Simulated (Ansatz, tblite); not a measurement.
# The cluster ZnI2+: one state, many levels

Aim: run the doublet of the cluster ZnI2+ at one geometry on many levels, and compare frontier levels, spin and run time.

Program: Ansatz 0.2.0, Gaussian basis. Level of theory: as each input shows. These are calculated values, not measurements.

Levels to be run: GFN1-xTB, GFN2-xTB, PBE-D4/def2-TZVP, r2SCAN-D4/def2-TZVP, BLYP-D4/def2-TZVP, LC-ωPBE/def2-TZVP, BHLYP-D4/def2-TZVP, ωB97M-V/def2-TZVP, HSE06-D4/def2-TZVP, PBE-D4/def2-SVP, PBE0-D4/def2-SVP, CCSD(T)/def2-SVP, MP2/def2-TZVP, RPA/def2-TZVP.

5 further runs of the same task are left out: 1 that didn't finish, 4 set aside as unsound or not needed. Runs told in other sessions of the task aren't counted.

## (1) The relaxed structure

The doublet was relaxed beforehand with r2SCAN-D4/def2-TZVP. At that level it is the lowest of the isomers that a small search found.

3 atoms, charge 1, spin multiplicity 2.

Bond lengths: Zn1–I2 2.432 Å, Zn1–I3 2.433 Å. Angles: I2–Zn1–I3 180.0°.

I takes a core potential in the def2 sets. No spin-orbit coupling is included. The ion is computed in the gas phase, without counter-ions or solvent.

PBE0-D4/def2-TZVP was run before; its log isn't repeated, and its numbers join the tables.

## (2) GFN1-xTB

Tight binding, by tblite at 300 K electronic temperature and without a spin-polarisation term:

```python
tblite.interface.Calculator('GFN1-xTB', numbers, positions, charge=1, uhf=1).singlepoint()
```

Energy -225.3773 eV; 0.002 s.

## (3) GFN2-xTB

Tight binding, by tblite at 300 K electronic temperature and without a spin-polarisation term:

```python
tblite.interface.Calculator('GFN2-xTB', numbers, positions, charge=1, uhf=1).singlepoint()
```

Energy -210.2252 eV; 0.003 s.

## (4) PBE-D4/def2-TZVP

start.molden holds the orbitals of an earlier run on this state, given as this run's starting guess.

The input, in.yaml:

```yaml
crystal:
  periodic: [false, false, false]
  atoms:
    - {symbol: Zn, position_ang: [0.000546, -0.000094, -0.000057]}
    - {symbol: I, position_ang: [0.021166, -1.297161, 2.057639]}
    - {symbol: I, position_ang: [-0.021721, 1.297255, -2.057592]}
basis:
  gaussian: {orbitals: def2-TZVP, initial_orbitals: start.molden}
total_charge: 1
magnetization: {spin_polarized: true, initial_magnetization: 1}
hamiltonian: {xc: pbe, dispersion: d4}
scf: {omitted_lower_state_checks: [starts]}
output: {orbitals: {seedname: orbitals}}
```

The run is started by

```sh
$ ansatz run in.yaml --threads 4 --pin off --events-out ev --progress --plain --max-ram 3916MiB
```

After this run come: r2SCAN-D4/def2-TZVP; BLYP-D4/def2-TZVP; LC-ωPBE/def2-TZVP; BHLYP-D4/def2-TZVP; ωB97M-V/def2-TZVP; HSE06-D4/def2-TZVP; PBE-D4/def2-SVP; PBE0-D4/def2-SVP; CCSD(T)/def2-SVP; MP2/def2-TZVP; RPA/def2-TZVP.

Before running them: what should the planned runs give, taken together? Wanted: gap in def2-TZVP, named functionals, smallest and largest; correlation energy, CCSD(T)/def2-SVP; correlation energy, MP2/def2-TZVP; ⟨S²⟩ in def2-TZVP, named functionals, smallest and largest; PBE0 total energy, smallest basis above largest.

As calculated:

| quantity | value |
| --- | --- |
| gap in def2-TZVP, named functionals, smallest and largest | 0.00 eV (PBE-D4), 4.60 eV (LC-ωPBE) |
| correlation energy, CCSD(T)/def2-SVP | -14.00 eV |
| correlation energy, MP2/def2-TZVP | -36.95 eV |
| ⟨S²⟩ in def2-TZVP, named functionals, smallest and largest | 0.753, 0.765 |
| PBE0 total energy, smallest basis above largest | 7.49 eV (def2-SVP, def2-TZVP) |

In words: Over the named functionals in def2-TZVP the gap runs from 0.00 eV (PBE-D4) to 4.60 eV (LC-ωPBE); exact exchange widens it. BLYP-D4 leaves an empty level below a filled one, so this occupation isn't an aufbau state there; left out of the range. Over the named functionals in def2-TZVP spin contamination reaches 0.01 (BHLYP-D4), which is small.
